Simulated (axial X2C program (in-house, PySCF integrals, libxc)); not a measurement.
## NaC⁻: cheaper levels and CCSD(T), with spin–orbit coupling

Calculated with an axial X2C code built on PySCF integrals. Two-component (2c) means X2C with spin–orbit coupling and atomic mean-field two-electron Coulomb and Gaunt terms. Basis: Na dyall-av3z [10s9p5d2f], C dyall-av3z [8s7p3d2f] (cores contracted in-house); Gaussian nuclei, density fitting, unrestricted open shells. Masses: Na 22.990 u, C 12.000 u.

State: Ω = 1 (⟨Sz⟩ = 1.00, ⟨Lz⟩ = 0.00 at HF); fragments Na + C-.

```
level  Re (Å)  ωe (cm⁻¹)  De (eV)
 PBE0   2.368      330.2     1.39
   HF   2.368      345.8     1.41
 CCSD   2.367      336.3     1.39
  LDA   2.332      340.7     1.49
```

Correlated methods: 14 electrons correlated (number of frozen shells: Na 1 s; C 1 s), 240 virtual spin orbitals or spinors in MP2, 90 natural virtuals in coupled cluster.

CCSD(T), same Hamiltonian and basis:

Re = 2.368 Å, ωe = 335.2 cm⁻¹, De = 1.36 eV; T1 = 0.011 (Lee–Taylor normalisation).

(1) Give the differences from CCSD(T) in the columns below.

The state is one determinant whose occupation by symmetry is held fixed; it was picked as the lowest of a PBE0 search that is not exhaustive. Dissociation energies refer to the lowest single-determinant-based atoms at the same level and basis. Density functionals use the spin component along the axis (collinear). Coupled cluster ran in a truncated set of natural virtual spinors; the MP2 energy of the rest was added. (T) has no such correction and the atoms are truncated less, which lowers De at CCSD(T) by a hundredth of an eV or more. PBE0 can misorder states that lie within some tenths of an eV, so this need not be the ground state of the molecule. The nearest other 2c determinant of the search, Ω = 2, lies 0.09 eV up at the distance of the search. The functionals have no current-density term, which raises determinants with orbital currents, atoms included. With several unpaired electrons one determinant need not be a pure state. Open-shell Ω = 0 determinants with evenly filled partner blocks cannot be reached by this program, so the Ω shown need not be the lowest component. This is the Ω = 1 component of a π² triplet; the 0⁺ component is not one determinant and can lie lowest. The highest occupied level of some functionals is positive through self-interaction error; at Hartree–Fock it is bound. The determinant is spin-polarised beyond a pure state at some levels (its spin-free form has ⟨S²⟩ too high), which makes Re and μ there less reliable. Hartree–Fock gets electron affinities wrong, so its lowest charge split need not be the true one.

## Answers

(1) 

```
level  ΔRe (Å)  Δωe (cm⁻¹)  ΔDe (eV)
 PBE0    0.000          -5      0.03
   HF    0.000          11      0.05
 CCSD   -0.001           1      0.03
  LDA   -0.036           6      0.13
```
